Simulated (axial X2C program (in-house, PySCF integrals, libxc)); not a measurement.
**Correcting the dissociation energy of Si₂⁺ for spin–orbit coupling**

A spin-free CCSD(T) curve (one-electron X2C) was computed with an axial X2C code built on PySCF integrals, basis Si dyall-v3z [8s7p2d1f] (cores contracted in-house), for the state M_S = 3/2, Λ = 0 (beyond evenly filled blocks: σα, π+α, π-α). It gives D0 = 3.335 eV to Si+ + Si, which in a spin-free picture are the weighted means of the ground terms.

Correlated methods: 7 electrons correlated (number of frozen shells: Si 2 s, 1 p), 141 virtual spin orbitals or spinors in MP2, 90 natural virtuals in coupled cluster.

Measured levels of the ground terms (NIST Handbook of Basic Atomic Spectroscopic Data), in cm⁻¹: Si+ 2P: J = 1/2 at 0, J = 3/2 at 287.2; Si 3P: J = 0 at 0, J = 1 at 77.1, J = 2 at 223.2.

The molecular state has Λ = 0, so it has no first-order lowering.

(1) How far does each ground level lie under the (2J+1)-weighted mean of its term?

(2) Correct D0.

Second-order spin–orbit effects in the molecule, which grow quickly with Z, are left out. Occupations by symmetry block were frozen at the best pattern of an incomplete PBE0 search. De is counted from the lowest determinant-based energies of the atoms at the same level, without counterpoise correction. Coupled cluster ran in a truncated set of natural virtual spinors; the MP2 energy of the rest was added. (T) has no such correction and the atoms are truncated less, which lowers De at CCSD(T) by a hundredth of an eV or more. Other states lie close and PBE0, whose exact exchange favours high spin, may order them wrongly; the determinant shown need not be the ground state. The nearest other spin-free determinant of the search, M_S = 1/2, Λ = 0, lies 0.31 eV up at the distance of the search.

## Answers

(1) Si+: (2 × 0 + 4 × 287.2)/6 = 191 cm⁻¹; Si: (1 × 0 + 3 × 77.1 + 5 × 223.2)/9 = 150 cm⁻¹.

(2) D0 = 3.335 + (0 − 341)/8065.5 = 3.293 eV at CCSD(T) with these spin–orbit terms.
